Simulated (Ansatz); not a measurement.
The input, for Ansatz 0.2.0:

```yaml
crystal:
  periodic: [false, false, false]
  atoms:
    - {symbol: H, position_ang: [0.000000, 0.000000, -1.145000]}
    - {symbol: H, position_ang: [0.000000, 0.000000, 0.041000]}
    - {symbol: O, position_ang: [0.000000, 0.000000, 1.104000]}
basis:
  gaussian: {orbitals: def2-mTZVP}
magnetization: {spin_polarized: false, initial_magnetization: 2}
correlation: {method: mp2, frozen_orbitals: {H: 0}}
```

```sh
$ ansatz run in.yaml --threads 1 --pin off --events-out ev --progress --plain --max-ram 2393MiB
```

Task: One thing in this input was set wrong on purpose, beside settings that are merely unusual. What is the gravest fault, and what does the program do?

Result: Wrong frozen-orbital counts. How the run ends: refused.
```
Error: "frozen_orbitals" has no count for O
```
